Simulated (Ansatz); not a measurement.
A displaced shape of singlet O3:

```json
{"atom": "O", "x (Å)": "-0.0376", "y (Å)": "0.0040", "z (Å)": "-0.4530"}
{"atom": "O", "x (Å)": "-0.0167", "y (Å)": "1.0707", "z (Å)": "0.1641"}
{"atom": "O", "x (Å)": "0.0037", "y (Å)": "-1.1105", "z (Å)": "0.2070"}
```

It was optimised with PBE0/def2-SVP in Ansatz (development build ahead of 0.2.0) to forces under 0.001 eV/Å, with restricted orbitals. Each step stands on the lowest determinant of that kind that the program's search found.

Problem. What shape does it relax to, and how does the optimisation go?

Solution.

```yaml
atoms:
  - { symbol: O, position_ang: [-0.0372, -0.0178, -0.4472] }
  - { symbol: O, position_ang: [-0.0163, 1.0516, 0.1682] }
  - { symbol: O, position_ang: [0.0028, -1.0695, 0.1971] }
```

Bond lengths: O1–O2 1.234 Å, O1–O3 1.234 Å. Angles: O2–O1–O3 118.5°.

```csv
step,E − E(start) (eV),largest force (eV/Å)
1,0.0000,2.4678
2,-0.0705,1.2508
3,-0.0921,0.3350
4,-0.0933,0.0403
5,-0.0933,0.0104
6,-0.0933,0.0003
```

The optimisation ended after 6 steps with its threshold met.
